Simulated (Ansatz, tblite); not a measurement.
# The cluster La₄: rung by rung

The task here is to estimate one member of a computed series from the others.

The runs use Ansatz 0.2.0, Gaussian basis; as each input shows.

The runs, in order: GFN1-xTB, PBE-D4/def2-TZVP, r2SCAN-D4/def2-TZVP, r2SCAN0-D4/def2-TZVP, LDA/def2-TZVP, HF/def2-TZVP, HSE06-D4/def2-TZVP, B3LYP-D4/def2-TZVP, PBE-D4/def2-SVP, PBE0-D4/def2-SVP, PBE0-D4/def2-TZVPD, PBE-D4/def2-TZVPD, r2SCAN-D4/def2-TZVPD, RPA/def2-TZVP.

2 further runs of the same task are left out: 2 that didn't finish.

## The structure

The geometry is that of the singlet, from an earlier relaxation (PBE-D4/def2-SVP). At that level it is the lowest of the isomers that a small search found.

4 atoms, charge 0, spin multiplicity 1.

Bond lengths: La1–La2 3.545 Å, La1–La3 3.545 Å, La1–La4 3.249 Å, La2–La3 3.249 Å, La2–La4 3.546 Å, La3–La4 3.544 Å. Angles: La2–La1–La3 54.5°, La2–La1–La4 62.8°, La3–La1–La4 62.7°, La1–La2–La3 62.7°, La1–La2–La4 54.5°, La3–La2–La4 62.7°, La1–La3–La2 62.7°, La1–La3–La4 54.5°, La2–La3–La4 62.8°, La1–La4–La2 62.7°, La1–La4–La3 62.7°, La2–La4–La3 54.5°.

La takes a core potential in the def2 sets. No spin-orbit coupling is included.

PBE0-D4/def2-TZVP was run before; its log isn't repeated, and its numbers join the tables.

The first run:

Tight binding, by tblite at 300 K electronic temperature and without a spin-polarisation term:

```python
tblite.interface.Calculator('GFN1-xTB', numbers, positions, charge=0, uhf=0).singlepoint()
```

start.molden holds the orbitals of an earlier run on this state, given as this run's starting guess.

The input, in.yaml:

```yaml
crystal:
  periodic: [false, false, false]
  atoms:
    - {symbol: La, position_ang: [-1.219066, -0.097628, -1.721986]}
    - {symbol: La, position_ang: [-0.787732, 1.203648, 1.546829]}
    - {symbol: La, position_ang: [1.863044, 0.943886, -0.313072]}
    - {symbol: La, position_ang: [0.143764, -2.049906, 0.488219]}
basis:
  gaussian: {orbitals: def2-TZVP, initial_orbitals: start.molden}
hamiltonian: {xc: pbe, dispersion: d4}
scf: {omitted_lower_state_checks: [starts]}
output: {orbitals: {seedname: orbitals}}
```

The run is started by

```console
$ ansatz run in.yaml --threads 4 --pin off --events-out ev --progress --plain --max-ram 3916MiB
```

Steps of the session up to this table: PBE-D4/def2-TZVP; r2SCAN-D4/def2-TZVP; r2SCAN0-D4/def2-TZVP; LDA/def2-TZVP; HF/def2-TZVP; HSE06-D4/def2-TZVP; B3LYP-D4/def2-TZVP; PBE-D4/def2-SVP; PBE0-D4/def2-SVP; PBE0-D4/def2-TZVPD; PBE-D4/def2-TZVPD; r2SCAN-D4/def2-TZVPD; RPA/def2-TZVP.

One of the session's tables, all rows but one given; the rest of the session is left out.

It belongs to the step «Levels side by side». 

| level | HOMO (eV) | LUMO (eV) | gap (eV) |
| --- | --- | --- | --- |
| HF/def2-TZVP | -3.53 | -0.06 | 3.47 |
| LDA/def2-TZVP | -2.93 | -2.80 | 0.13 |
| PBE-D4/def2-SVP | -2.77 | -2.57 | 0.20 |
| PBE-D4/def2-TZVP | -2.74 | -2.54 | 0.20 |
| PBE-D4/def2-TZVPD | -2.74 | -2.54 | 0.20 |
| r2SCAN-D4/def2-TZVP | -2.68 | -2.34 | 0.34 |
| r2SCAN-D4/def2-TZVPD | -2.68 | -2.34 | 0.34 |
| B3LYP-D4/def2-TZVP | ? | ? | ? |
| PBE0-D4/def2-SVP | -3.09 | -1.93 | 1.17 |
| PBE0-D4/def2-TZVP | -3.06 | -1.89 | 1.17 |
| PBE0-D4/def2-TZVPD | -3.06 | -1.89 | 1.17 |
| r2SCAN0-D4/def2-TZVP | -3.06 | -1.83 | 1.23 |
| HSE06-D4/def2-TZVP | -2.76 | -2.24 | 0.52 |

Estimate the missing values for B3LYP-D4/def2-TZVP.

**Answer.** HOMO (eV): -3.00; LUMO (eV): -2.05; gap (eV): 0.95. In the column «HOMO (eV)» it lies between r2SCAN0-D4/def2-TZVP (-3.06) and LDA/def2-TZVP (-2.93).
